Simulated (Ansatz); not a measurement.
A short molecular-dynamics run on NSi, SMILES `N#[Si]` radical.

```yaml
crystal:
  periodic: [false, false, false]
  atoms:
    - {symbol: N, position_ang: [0.667547, -0.219202, 0.343031]}
    - {symbol: Si, position_ang: [-0.667547, 0.219202, -0.343031]}
basis:
  gaussian: {orbitals: "6-31G*"}
magnetization: {spin_polarized: true, initial_magnetization: 1}
hamiltonian: {xc: {name: revPBE}, dispersion: d3bj}
md: {timestep: 1 fs, n_steps: 50, ensemble: nve, temperature: 700, initial_velocities: maxwell_boltzmann, seed: 480}
```

```sh
$ ansatz run in.yaml --threads 2 --pin off --events-out ev --progress --plain --max-ram 32768MiB --backend cpu
```

| step | time (fs) | potential energy (eV) | kinetic (eV) | T (K) | conserved (eV) |
| --- | --- | --- | --- | --- | --- |
| 0 | 0.0 | -9361.6779 | 0.0302 | 700 | -9361.6477 |
| 1 | 1.0 | -9361.6887 | 0.0409 | 949 | -9361.6478 |
| 2 | 2.0 | -9361.6965 | 0.0486 | 1127 | -9361.6479 |
| 3 | 3.0 | -9361.6999 | 0.0519 | 1205 | -9361.6479 |
| 4 | 4.0 | -9361.6985 | 0.0506 | 1175 | -9361.6479 |
| 5 | 5.0 | -9361.6929 | 0.0451 | 1046 | -9361.6478 |
| 6 | 6.0 | -9361.6842 | 0.0365 | 846 | -9361.6477 |
| 7 | 7.0 | -9361.6739 | 0.0263 | 610 | -9361.6476 |
| 8 | 8.0 | -9361.6637 | 0.0162 | 376 | -9361.6475 |
| 9 | 9.0 | -9361.6551 | 0.0077 | 179 | -9361.6474 |
| 10 | 10.0 | -9361.6494 | 0.0021 | 48 | -9361.6474 |
| 11 | 11.0 | -9361.6474 | 0.0000 | 0 | -9361.6474 |
| 12 | 12.0 | -9361.6492 | 0.0018 | 42 | -9361.6474 |
| 13 | 13.0 | -9361.6547 | 0.0073 | 169 | -9361.6474 |
| 14 | 14.0 | -9361.6631 | 0.0156 | 363 | -9361.6475 |
| 15 | 15.0 | -9361.6732 | 0.0257 | 595 | -9361.6476 |
| 16 | 16.0 | -9361.6836 | 0.0359 | 833 | -9361.6477 |
| 17 | 17.0 | -9361.6924 | 0.0446 | 1036 | -9361.6478 |
| 18 | 18.0 | -9361.6983 | 0.0504 | 1170 | -9361.6479 |
| 19 | 19.0 | -9361.6999 | 0.0520 | 1207 | -9361.6479 |
| 20 | 20.0 | -9361.6968 | 0.0489 | 1135 | -9361.6479 |
| 21 | 21.0 | -9361.6893 | 0.0414 | 962 | -9361.6478 |
| 22 | 22.0 | -9361.6786 | 0.0309 | 716 | -9361.6477 |
| 23 | 23.0 | -9361.6667 | 0.0192 | 445 | -9361.6476 |
| 24 | 24.0 | -9361.6562 | 0.0087 | 203 | -9361.6474 |
| 25 | 25.0 | -9361.6492 | 0.0019 | 44 | -9361.6473 |
| 26 | 26.0 | -9361.6474 | 0.0001 | 2 | -9361.6473 |
| 27 | 27.0 | -9361.6511 | 0.0038 | 88 | -9361.6473 |
| 28 | 28.0 | -9361.6596 | 0.0121 | 281 | -9361.6475 |
| 29 | 29.0 | -9361.6709 | 0.0233 | 540 | -9361.6476 |
| 30 | 30.0 | -9361.6826 | 0.0348 | 809 | -9361.6478 |
| 31 | 31.0 | -9361.6924 | 0.0445 | 1033 | -9361.6479 |
| 32 | 32.0 | -9361.6984 | 0.0505 | 1173 | -9361.6479 |
| 33 | 33.0 | -9361.6999 | 0.0520 | 1206 | -9361.6479 |
| 34 | 34.0 | -9361.6966 | 0.0488 | 1132 | -9361.6479 |
| 35 | 35.0 | -9361.6896 | 0.0418 | 970 | -9361.6478 |
| 36 | 36.0 | -9361.6800 | 0.0323 | 751 | -9361.6477 |
| 37 | 37.0 | -9361.6696 | 0.0220 | 511 | -9361.6476 |
| 38 | 38.0 | -9361.6599 | 0.0124 | 288 | -9361.6475 |
| 39 | 39.0 | -9361.6524 | 0.0050 | 116 | -9361.6474 |
| 40 | 40.0 | -9361.6481 | 0.0007 | 17 | -9361.6474 |
| 41 | 41.0 | -9361.6476 | 0.0003 | 7 | -9361.6474 |
| 42 | 42.0 | -9361.6511 | 0.0037 | 85 | -9361.6474 |
| 43 | 43.0 | -9361.6579 | 0.0104 | 242 | -9361.6474 |
| 44 | 44.0 | -9361.6672 | 0.0196 | 456 | -9361.6475 |
| 45 | 45.0 | -9361.6776 | 0.0300 | 695 | -9361.6476 |
| 46 | 46.0 | -9361.6875 | 0.0398 | 923 | -9361.6477 |
| 47 | 47.0 | -9361.6953 | 0.0475 | 1101 | -9361.6478 |
| 48 | 48.0 | -9361.6995 | 0.0516 | 1198 | -9361.6479 |
| 49 | 49.0 | -9361.6992 | 0.0513 | 1190 | -9361.6479 |
| 50 | 50.0 | -9361.6942 | 0.0463 | 1074 | -9361.6479 |

Velocities are drawn at the set temperature; a run this short doesn't reach equilibrium.

Frames (Å, forces in eV/Å):

```xyz
2
time=0.0 fs
N     0.668   -0.219    0.343    1.258   -0.413    0.647
Si   -0.668    0.219   -0.343   -1.258    0.413   -0.647
2
time=1.0 fs
N     0.672   -0.221    0.346    0.884   -0.290    0.454
Si   -0.670    0.220   -0.344   -0.884    0.290   -0.454
2
time=2.0 fs
N     0.678   -0.223    0.348    0.484   -0.159    0.249
Si   -0.673    0.221   -0.346   -0.484    0.159   -0.249
2
time=3.0 fs
N     0.684   -0.225    0.351    0.082   -0.027    0.042
Si   -0.676    0.222   -0.347   -0.082    0.027   -0.042
2
time=4.0 fs
N     0.690   -0.227    0.354   -0.301    0.099   -0.155
Si   -0.679    0.223   -0.349    0.301   -0.099    0.155
2
time=5.0 fs
N     0.696   -0.228    0.357   -0.651    0.214   -0.334
Si   -0.682    0.224   -0.350    0.651   -0.214    0.334
2
time=6.0 fs
N     0.701   -0.230    0.360   -0.956    0.314   -0.491
Si   -0.684    0.225   -0.352    0.956   -0.314    0.491
2
time=7.0 fs
N     0.705   -0.232    0.362   -1.210    0.397   -0.622
Si   -0.686    0.225   -0.353    1.210   -0.397    0.622
2
time=8.0 fs
N     0.709   -0.233    0.364   -1.410    0.463   -0.724
Si   -0.688    0.226   -0.354    1.410   -0.463    0.724
2
time=9.0 fs
N     0.712   -0.234    0.366   -1.553    0.510   -0.798
Si   -0.690    0.226   -0.354    1.553   -0.510    0.798
2
time=10.0 fs
N     0.714   -0.234    0.367   -1.640    0.538   -0.843
Si   -0.691    0.227   -0.355    1.640   -0.538    0.843
2
time=11.0 fs
N     0.714   -0.235    0.367   -1.670    0.548   -0.858
Si   -0.691    0.227   -0.355    1.670   -0.548    0.858
2
time=12.0 fs
N     0.714   -0.234    0.367   -1.643    0.540   -0.844
Si   -0.691    0.227   -0.355    1.643   -0.540    0.844
2
time=13.0 fs
N     0.712   -0.234    0.366   -1.560    0.512   -0.802
Si   -0.690    0.227   -0.354    1.560   -0.512    0.802
2
time=14.0 fs
N     0.709   -0.233    0.365   -1.420    0.466   -0.730
Si   -0.688    0.226   -0.354    1.420   -0.466    0.730
2
time=15.0 fs
N     0.706   -0.232    0.363   -1.224    0.402   -0.629
Si   -0.687    0.225   -0.353    1.224   -0.402    0.629
2
time=16.0 fs
N     0.701   -0.230    0.360   -0.973    0.319   -0.500
Si   -0.684    0.225   -0.352    0.973   -0.319    0.500
2
time=17.0 fs
N     0.696   -0.229    0.358   -0.670    0.220   -0.344
Si   -0.682    0.224   -0.350    0.670   -0.220    0.344
2
time=18.0 fs
N     0.690   -0.227    0.355   -0.323    0.106   -0.166
Si   -0.679    0.223   -0.349    0.323   -0.106    0.166
2
time=19.0 fs
N     0.684   -0.225    0.352    0.058   -0.019    0.030
Si   -0.676    0.222   -0.347   -0.058    0.019   -0.030
2
time=20.0 fs
N     0.678   -0.223    0.349    0.459   -0.151    0.236
Si   -0.673    0.221   -0.346   -0.459    0.151   -0.236
2
time=21.0 fs
N     0.673   -0.221    0.346    0.860   -0.282    0.442
Si   -0.670    0.220   -0.344   -0.860    0.282   -0.442
2
time=22.0 fs
N     0.668   -0.219    0.343    1.237   -0.406    0.636
Si   -0.668    0.219   -0.343   -1.237    0.406   -0.636
2
time=23.0 fs
N     0.664   -0.218    0.341    1.562   -0.513    0.803
Si   -0.666    0.219   -0.342   -1.562    0.513   -0.803
2
time=24.0 fs
N     0.661   -0.217    0.339    1.811   -0.595    0.931
Si   -0.664    0.218   -0.341   -1.811    0.595   -0.931
2
time=25.0 fs
N     0.659   -0.216    0.339    1.961   -0.644    1.008
Si   -0.663    0.218   -0.341   -1.961    0.644   -1.008
2
time=26.0 fs
N     0.658   -0.216    0.338    1.999   -0.656    1.027
Si   -0.663    0.218   -0.341   -1.999    0.656   -1.027
2
time=27.0 fs
N     0.659   -0.217    0.339    1.921   -0.631    0.987
Si   -0.663    0.218   -0.341   -1.921    0.631   -0.987
2
time=28.0 fs
N     0.662   -0.217    0.340    1.734   -0.569    0.891
Si   -0.665    0.218   -0.342   -1.734    0.569   -0.891
2
time=29.0 fs
N     0.665   -0.218    0.342    1.455   -0.478    0.748
Si   -0.666    0.219   -0.342   -1.455    0.478   -0.748
2
time=30.0 fs
N     0.669   -0.220    0.344    1.108   -0.364    0.570
Si   -0.669    0.220   -0.344   -1.108    0.364   -0.570
2
time=31.0 fs
N     0.675   -0.222    0.347    0.720   -0.236    0.370
Si   -0.671    0.220   -0.345   -0.720    0.236   -0.370
2
time=32.0 fs
N     0.680   -0.223    0.350    0.317   -0.104    0.163
Si   -0.674    0.221   -0.346   -0.317    0.104   -0.163
2
time=33.0 fs
N     0.686   -0.225    0.353   -0.080    0.026   -0.041
Si   -0.677    0.222   -0.348    0.080   -0.026    0.041
2
time=34.0 fs
N     0.692   -0.227    0.356   -0.450    0.148   -0.231
Si   -0.680    0.223   -0.349    0.450   -0.148    0.231
2
time=35.0 fs
N     0.698   -0.229    0.359   -0.783    0.257   -0.402
Si   -0.683    0.224   -0.351    0.783   -0.257    0.402
2
time=36.0 fs
N     0.703   -0.231    0.361   -1.067    0.350   -0.548
Si   -0.685    0.225   -0.352    1.067   -0.350    0.548
2
time=37.0 fs
N     0.707   -0.232    0.363   -1.299    0.427   -0.668
Si   -0.687    0.226   -0.353    1.299   -0.427    0.668
2
time=38.0 fs
N     0.710   -0.233    0.365   -1.476    0.485   -0.758
Si   -0.689    0.226   -0.354    1.476   -0.485    0.758
2
time=39.0 fs
N     0.713   -0.234    0.366   -1.596    0.524   -0.820
Si   -0.690    0.227   -0.355    1.596   -0.524    0.820
2
time=40.0 fs
N     0.714   -0.234    0.367   -1.659    0.545   -0.853
Si   -0.691    0.227   -0.355    1.659   -0.545    0.853
2
time=41.0 fs
N     0.714   -0.235    0.367   -1.666    0.547   -0.856
Si   -0.691    0.227   -0.355    1.666   -0.547    0.856
2
time=42.0 fs
N     0.713   -0.234    0.367   -1.616    0.531   -0.830
Si   -0.690    0.227   -0.355    1.616   -0.531    0.830
2
time=43.0 fs
N     0.711   -0.234    0.365   -1.509    0.495   -0.775
Si   -0.689    0.226   -0.354    1.509   -0.495    0.775
2
time=44.0 fs
N     0.708   -0.232    0.364   -1.345    0.442   -0.691
Si   -0.688    0.226   -0.353    1.345   -0.442    0.691
2
time=45.0 fs
N     0.704   -0.231    0.362   -1.126    0.370   -0.579
Si   -0.686    0.225   -0.352    1.126   -0.370    0.579
2
time=46.0 fs
N     0.699   -0.230    0.359   -0.854    0.280   -0.439
Si   -0.683    0.224   -0.351    0.854   -0.280    0.439
2
time=47.0 fs
N     0.694   -0.228    0.356   -0.532    0.175   -0.273
Si   -0.681    0.223   -0.350    0.532   -0.175    0.273
2
time=48.0 fs
N     0.688   -0.226    0.353   -0.169    0.056   -0.087
Si   -0.678    0.223   -0.348    0.169   -0.056    0.087
2
time=49.0 fs
N     0.682   -0.224    0.350    0.223   -0.073    0.114
Si   -0.675    0.222   -0.347   -0.223    0.073   -0.114
2
time=50.0 fs
N     0.676   -0.222    0.347    0.626   -0.206    0.322
Si   -0.672    0.221   -0.345   -0.626    0.206   -0.322
```

Run time 17 s (2 threads of an AMD EPYC 7R13 on a shared host); peak host memory 0.18 GiB.
